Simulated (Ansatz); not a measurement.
# Worked example: As$_{2}$⁺, doublet against As2, singlet

Geometry (PBE0/def2-TZVP stationary point of a singlet), kept for both states (As2, singlet: Σg⁺g; As2⁺, doublet: Πu):

```xyz
2

As    0.0000    0.0000    0.0000
As    0.0000    0.0000    2.0890
```

Basis cc-pVDZ; Ansatz 0.2.0. Only valence electrons are correlated (noble-gas cores and the filled d shells of p-block atoms frozen). R marks a restricted (for open shells ROHF) determinant, U an unrestricted one. No spin–orbit coupling is included, and no scalar relativity.

Full CI isn't at hand for all of this; UCCSDT(Q) serves as the reference, and is uncertain by about the last step of the cluster series.

Unrestricted rows (U, and Kohn–Sham where it breaks symmetry) aren't spin-pure: their determinants' ⟨S²⟩ exceeds S(S+1) by up to 0.95, so they mix in states of higher spin. Coupled cluster chose its determinant by trial CCSD, here up to 0.10 eV above the lowest Hartree–Fock solution of its kind, and MP2 stands on that determinant too.

```
    level  E(As2, singlet) (hartree)  E(As2⁺, doublet) (hartree)
     UMP2               -4468.519872                -4468.193513
 UCCSD(T)               -4468.578994                -4468.227513
      PBE               -4471.039712                -4470.680938
   r2SCAN               -4471.683141                -4471.320512
UCCSDT(Q)               -4468.583731                -4468.229523
```

Question: Give the vertical gap, As2⁺ doublet less As2 singlet, at each level in eV (1 hartree = 27.2114 eV), and each error against UCCSDT(Q).

Answer: UCCSDT(Q): (-4468.229523 − (-4468.583731)) × 27.2114 = 9.638 eV (the reference)
r2SCAN: (-4471.320512 − (-4471.683141)) × 27.2114 = 9.868 eV, error 0.230 eV
PBE: (-4470.680938 − (-4471.039712)) × 27.2114 = 9.763 eV, error 0.125 eV
UCCSD(T): (-4468.227513 − (-4468.578994)) × 27.2114 = 9.564 eV, error -0.074 eV
UMP2: (-4468.193513 − (-4468.519872)) × 27.2114 = 8.881 eV, error -0.757 eV

Total energies of functionals can't be set beside those of wave-function methods, since they hold the core's correlation and their own absolute errors; only the differences compare.

In so small a basis the reference is far from its limit while semilocal and hybrid functionals are nearer theirs, so the functionals' errors here hold much of the reference's basis and frozen-core error, which can add to them or hide them.

Each level lands on the state that its own search finds. T1 diagnostics of restricted CCSD: 0.016 and 0.017.
